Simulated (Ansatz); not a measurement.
Nudged elastic band run: C2H3F2N

Input:

```yaml
crystal:
  periodic: [false, false, false]
  atoms:
    - { symbol: "N", position_ang: [-0.470302, 0.740637, 0.963235] }
    - { symbol: C, position_ang: [-0.132076, -0.414172, 0.2589] }
    - { symbol: C, position_ang: [0.292472, -0.445331, -1.002434] }
    - { symbol: F, position_ang: [0.491512, -1.541992, -1.70311] }
    - { symbol: F, position_ang: [0.526454, 0.637492, -1.72694] }
    - { symbol: H, position_ang: [-0.117836, 0.745211, 1.915152] }
    - { symbol: H, position_ang: [-0.195832, 1.594315, 0.487586] }
    - { symbol: H, position_ang: [-0.302191, -1.37316, 0.751813] }
basis:
  gaussian: { orbitals: def2-SVP }
hamiltonian:
  xc: pbe0
  dispersion: d4
neb:
  order_check: false
  images: 5
  f_tol: 0.05
  max_iterations: 60
  initial_path: linear
  final_atoms:
    - { symbol: "N", position_ang: [-0.47668006, 0.74059385, 0.95992449] }
    - { symbol: C, position_ang: [-0.12529015, -0.41286724, 0.2595355] }
    - { symbol: C, position_ang: [0.29130071, -0.44595027, -1.0040652] }
    - { symbol: F, position_ang: [0.50161372, 0.63515437, -1.73876556] }
    - { symbol: F, position_ang: [0.50973802, -1.54465348, -1.69592257] }
    - { symbol: H, position_ang: [-0.1326387, 0.74612058, 1.91492936] }
    - { symbol: H, position_ang: [-0.1976214, 1.59566348, 0.4894048] }
    - { symbol: H, position_ang: [-0.27822113, -1.3710613, 0.75916117] }
```

Launched with:

```bash
$ ansatz run input.yaml --threads 1 --pin off --max-ram 2048MiB --backend cpu --events-out ev --progress --plain --runs-dir out
```

Output, in part (warnings, iteration lines):

```
NEB end point (image 0): max|allowed force component| = 8.296e-3 eV/Å (the criterion of neb.relax_end_points is 1.000e-2)
NEB end point (image 6): max|allowed force component| = 1.127e-2 eV/Å (the criterion of neb.relax_end_points is 1.000e-2)
NEB iter   1: max|band force component| = 2.888e0 eV/Å  barrier→ = 3.9104 eV  barrier← = 3.9103 eV  Δτ_max = 0.1717 Å  (195 SCF iters)
NEB iter   2: max|band force component| = 1.127e0 eV/Å  barrier→ = 3.3577 eV  barrier← = 3.3576 eV  Δτ_max = 0.1342 Å  (151 SCF iters)
NEB iter   3: max|band force component| = 6.207e-1 eV/Å  barrier→ = 3.0755 eV  barrier← = 3.0754 eV  Δτ_max = 0.0710 Å  (151 SCF iters)
NEB iter   4: max|band force component| = 1.422e0 eV/Å  barrier→ = 3.1069 eV  barrier← = 3.1067 eV  CI = image 3  Δτ_max = 0.1827 Å  (152 SCF iters)
NEB iter   5: max|band force component| = 1.834e0 eV/Å  barrier→ = 3.1639 eV  barrier← = 3.1637 eV  CI = image 3  Δτ_max = 0.0997 Å  (157 SCF iters)
NEB iter   6: max|band force component| = 1.591e0 eV/Å  barrier→ = 3.6095 eV  barrier← = 3.6094 eV  CI = image 3  Δτ_max = 0.1952 Å  (152 SCF iters)
NEB iter   7: max|band force component| = 2.515e0 eV/Å  barrier→ = 3.2064 eV  barrier← = 3.2063 eV  CI = image 3  Δτ_max = 0.1004 Å  (161 SCF iters)
NEB iter   8: max|band force component| = 1.945e0 eV/Å  barrier→ = 3.0510 eV  barrier← = 3.0509 eV  CI = image 3  Δτ_max = 0.1968 Å  (153 SCF iters)
NEB iter   9: max|band force component| = 2.042e0 eV/Å  barrier→ = 3.0050 eV  barrier← = 3.0049 eV  CI = image 3  Δτ_max = 0.1973 Å  (144 SCF iters)
NEB iter  10: max|band force component| = 2.447e0 eV/Å  barrier→ = 2.9578 eV  barrier← = 2.9577 eV  CI = image 3  Δτ_max = 0.1990 Å  (146 SCF iters)
NEB iter  11: max|band force component| = 2.312e0 eV/Å  barrier→ = 3.0144 eV  barrier← = 3.0143 eV  CI = image 3  Δτ_max = 0.1974 Å  (149 SCF iters)
NEB iter  12: max|band force component| = 1.987e0 eV/Å  barrier→ = 3.4751 eV  barrier← = 3.4750 eV  CI = image 3  Δτ_max = 0.2000 Å  (147 SCF iters)
NEB iter  13: max|band force component| = 1.953e0 eV/Å  barrier→ = 4.1342 eV  barrier← = 4.1340 eV  CI = image 3  Δτ_max = 0.2000 Å  (153 SCF iters)
NEB iter  14: max|band force component| = 2.395e0 eV/Å  barrier→ = 3.3346 eV  barrier← = 3.3344 eV  CI = image 3  Δτ_max = 0.0993 Å  (162 SCF iters)
NEB iter  15: max|band force component| = 1.558e0 eV/Å  barrier→ = 3.5120 eV  barrier← = 3.5119 eV  CI = image 3  Δτ_max = 0.1005 Å  (154 SCF iters)
NEB iter  16: max|band force component| = 1.502e0 eV/Å  barrier→ = 3.7421 eV  barrier← = 3.7420 eV  CI = image 3  Δτ_max = 0.0995 Å  (149 SCF iters)
NEB iter  17: max|band force component| = 1.116e0 eV/Å  barrier→ = 3.9513 eV  barrier← = 3.9512 eV  CI = image 3  Δτ_max = 0.1000 Å  (172 SCF iters)
NEB iter  18: max|band force component| = 1.795e0 eV/Å  barrier→ = 3.5747 eV  barrier← = 3.5746 eV  CI = image 3  Δτ_max = 0.0499 Å  (165 SCF iters)
NEB iter  19: max|band force component| = 1.673e0 eV/Å  barrier→ = 3.6083 eV  barrier← = 3.6081 eV  CI = image 3  Δτ_max = 0.0501 Å  (150 SCF iters)
NEB iter  20: max|band force component| = 1.579e0 eV/Å  barrier→ = 3.7488 eV  barrier← = 3.7487 eV  CI = image 3  Δτ_max = 0.0499 Å  (157 SCF iters)
NEB iter  21: max|band force component| = 1.444e0 eV/Å  barrier→ = 3.8945 eV  barrier← = 3.8943 eV  CI = image 3  Δτ_max = 0.0982 Å  (163 SCF iters)
NEB iter  22: max|band force component| = 1.421e0 eV/Å  barrier→ = 3.6236 eV  barrier← = 3.6235 eV  CI = image 3  Δτ_max = 0.0503 Å  (161 SCF iters)
NEB iter  23: max|band force component| = 1.387e0 eV/Å  barrier→ = 3.6004 eV  barrier← = 3.6003 eV  CI = image 3  Δτ_max = 0.0502 Å  (145 SCF iters)
NEB iter  24: max|band force component| = 1.276e0 eV/Å  barrier→ = 3.6435 eV  barrier← = 3.6434 eV  CI = image 3  Δτ_max = 0.1001 Å  (147 SCF iters)
NEB iter  25: max|band force component| = 1.420e0 eV/Å  barrier→ = 3.8389 eV  barrier← = 3.8388 eV  CI = image 3  Δτ_max = 0.0500 Å  (149 SCF iters)
NEB iter  26: max|band force component| = 1.293e0 eV/Å  barrier→ = 3.9385 eV  barrier← = 3.9384 eV  CI = image 3  Δτ_max = 0.0501 Å  (165 SCF iters)
NEB iter  27: max|band force component| = 1.752e0 eV/Å  barrier→ = 3.5011 eV  barrier← = 3.5010 eV  CI = image 3  Δτ_max = 0.0250 Å  (177 SCF iters)
NEB iter  28: max|band force component| = 1.719e0 eV/Å  barrier→ = 3.4948 eV  barrier← = 3.4946 eV  CI = image 3  Δτ_max = 0.0499 Å  (143 SCF iters)
NEB iter  29: max|band force component| = 1.665e0 eV/Å  barrier→ = 3.4959 eV  barrier← = 3.4958 eV  CI = image 3  Δτ_max = 0.0440 Å  (148 SCF iters)
NEB iter  30: max|band force component| = 1.560e0 eV/Å  barrier→ = 3.5485 eV  barrier← = 3.5484 eV  CI = image 3  Δτ_max = 0.1010 Å  (149 SCF iters)
NEB iter  31: max|band force component| = 1.682e0 eV/Å  barrier→ = 3.5327 eV  barrier← = 3.5326 eV  CI = image 3  Δτ_max = 0.1001 Å  (149 SCF iters)
NEB iter  32: max|band force component| = 1.828e0 eV/Å  barrier→ = 3.5975 eV  barrier← = 3.5974 eV  CI = image 3  Δτ_max = 0.0990 Å  (149 SCF iters)
NEB iter  33: max|band force component| = 1.598e0 eV/Å  barrier→ = 3.7603 eV  barrier← = 3.7602 eV  CI = image 3  Δτ_max = 0.1956 Å  (153 SCF iters)
NEB iter  34: max|band force component| = 1.563e0 eV/Å  barrier→ = 3.0561 eV  barrier← = 3.0560 eV  CI = image 3  Δτ_max = 0.0992 Å  (161 SCF iters)
NEB iter  35: max|band force component| = 1.401e0 eV/Å  barrier→ = 3.2993 eV  barrier← = 3.2992 eV  CI = image 3  Δτ_max = 0.0994 Å  (151 SCF iters)
NEB iter  36: max|band force component| = 1.325e0 eV/Å  barrier→ = 3.5164 eV  barrier← = 3.5163 eV  CI = image 3  Δτ_max = 0.0997 Å  (149 SCF iters)
NEB iter  37: max|band force component| = 1.604e0 eV/Å  barrier→ = 3.4315 eV  barrier← = 3.4314 eV  CI = image 3  Δτ_max = 0.0500 Å  (167 SCF iters)
NEB iter  38: max|band force component| = 1.329e0 eV/Å  barrier→ = 3.6087 eV  barrier← = 3.6086 eV  CI = image 3  Δτ_max = 0.0499 Å  (151 SCF iters)
NEB iter  39: max|band force component| = 1.342e0 eV/Å  barrier→ = 3.6258 eV  barrier← = 3.6256 eV  CI = image 3  Δτ_max = 0.0501 Å  (151 SCF iters)
NEB iter  40: max|band force component| = 1.221e0 eV/Å  barrier→ = 3.5678 eV  barrier← = 3.5677 eV  CI = image 3  Δτ_max = 0.0251 Å  (176 SCF iters)
NEB iter  41: max|band force component| = 1.138e0 eV/Å  barrier→ = 3.5982 eV  barrier← = 3.5981 eV  CI = image 3  Δτ_max = 0.0250 Å  (150 SCF iters)
NEB iter  42: max|band force component| = 1.113e0 eV/Å  barrier→ = 3.6528 eV  barrier← = 3.6527 eV  CI = image 3  Δτ_max = 0.0501 Å  (149 SCF iters)
NEB iter  43: max|band force component| = 9.344e-1 eV/Å  barrier→ = 3.6784 eV  barrier← = 3.6783 eV  CI = image 3  Δτ_max = 0.1000 Å  (170 SCF iters)
NEB iter  44: max|band force component| = 1.193e0 eV/Å  barrier→ = 3.5703 eV  barrier← = 3.5702 eV  CI = image 3  Δτ_max = 0.0270 Å  (173 SCF iters)
NEB iter  45: max|band force component| = 1.077e0 eV/Å  barrier→ = 3.6214 eV  barrier← = 3.6213 eV  CI = image 3  Δτ_max = 0.0500 Å  (144 SCF iters)
NEB iter  46: max|band force component| = 1.116e0 eV/Å  barrier→ = 3.5712 eV  barrier← = 3.5711 eV  CI = image 3  Δτ_max = 0.0250 Å  (171 SCF iters)
NEB iter  47: max|band force component| = 1.074e0 eV/Å  barrier→ = 3.5758 eV  barrier← = 3.5757 eV  CI = image 3  Δτ_max = 0.0500 Å  (144 SCF iters)
NEB iter  48: max|band force component| = 9.476e-1 eV/Å  barrier→ = 3.6249 eV  barrier← = 3.6248 eV  CI = image 3  Δτ_max = 0.0501 Å  (157 SCF iters)
NEB iter  49: max|band force component| = 1.264e0 eV/Å  barrier→ = 3.5473 eV  barrier← = 3.5472 eV  CI = image 3  Δτ_max = 0.0250 Å  (179 SCF iters)
NEB iter  50: max|band force component| = 1.137e0 eV/Å  barrier→ = 3.5609 eV  barrier← = 3.5608 eV  CI = image 3  Δτ_max = 0.0250 Å  (141 SCF iters)
NEB iter  51: max|band force component| = 9.866e-1 eV/Å  barrier→ = 3.6010 eV  barrier← = 3.6008 eV  CI = image 3  Δτ_max = 0.0250 Å  (145 SCF iters)
NEB iter  52: max|band force component| = 1.103e0 eV/Å  barrier→ = 3.5574 eV  barrier← = 3.5573 eV  CI = image 3  Δτ_max = 0.0125 Å  (165 SCF iters)
NEB iter  53: max|band force component| = 1.025e0 eV/Å  barrier→ = 3.5654 eV  barrier← = 3.5653 eV  CI = image 3  Δτ_max = 0.0211 Å  (136 SCF iters)
NEB iter  54: max|band force component| = 9.366e-1 eV/Å  barrier→ = 3.5883 eV  barrier← = 3.5882 eV  CI = image 3  Δτ_max = 0.0105 Å  (190 SCF iters)
NEB iter  55: max|band force component| = 8.782e-1 eV/Å  barrier→ = 3.5875 eV  barrier← = 3.5874 eV  CI = image 3  Δτ_max = 0.0211 Å  (127 SCF iters)
NEB iter  56: max|band force component| = 6.756e-1 eV/Å  barrier→ = 3.5879 eV  barrier← = 3.5878 eV  CI = image 3  Δτ_max = 0.0214 Å  (148 SCF iters)
NEB iter  57: max|band force component| = 7.939e-1 eV/Å  barrier→ = 3.5629 eV  barrier← = 3.5628 eV  CI = image 3  Δτ_max = 0.0107 Å  (164 SCF iters)
NEB iter  58: max|band force component| = 6.764e-1 eV/Å  barrier→ = 3.5633 eV  barrier← = 3.5632 eV  CI = image 3  Δτ_max = 0.0102 Å  (132 SCF iters)
NEB iter  59: max|band force component| = 4.294e-1 eV/Å  barrier→ = 3.5709 eV  barrier← = 3.5708 eV  CI = image 3  Δτ_max = 0.0119 Å  (205 SCF iters)
NEB iter  60: max|band force component| = 6.914e-1 eV/Å  barrier→ = 3.5636 eV  barrier← = 3.5635 eV  CI = image 3  Δτ_max = 0.0059 Å  (138 SCF iters)
Error: NEB band did not converge after 60 iterations: max|band force component| = 6.91e-1 eV/Å (threshold 5.0e-2); raise `neb.max_iterations` in a new run, which can start from the last band evaluated (`neb.initial_path`, with `crystal.atoms` and `neb.final_atoms` set to its first and last images), …
```

The run ended unconverged. The band didn't meet its force threshold, so its energies are provisional: the largest band force was still 0.69 eV/Å, and over the last iterations the top stayed at 3.57 eV.

Final band (atoms are numbered from 1 in the order of the input):

```tsv
image	path coordinate (Å)	energy (kJ/mol)	dihedral N1–C2–C3–F5 (°)
0	0.00	0.0	4
1	1.11	10.0	4
2	2.21	79.7	40
3	3.32	343.8	91
4	4.50	67.2	144
5	5.69	10.5	177
6	6.88	0.0	-174
```

The run took 25 min on 1 thread of Arm Neoverse N1, with other jobs on the host, peak memory 0.18 GiB.
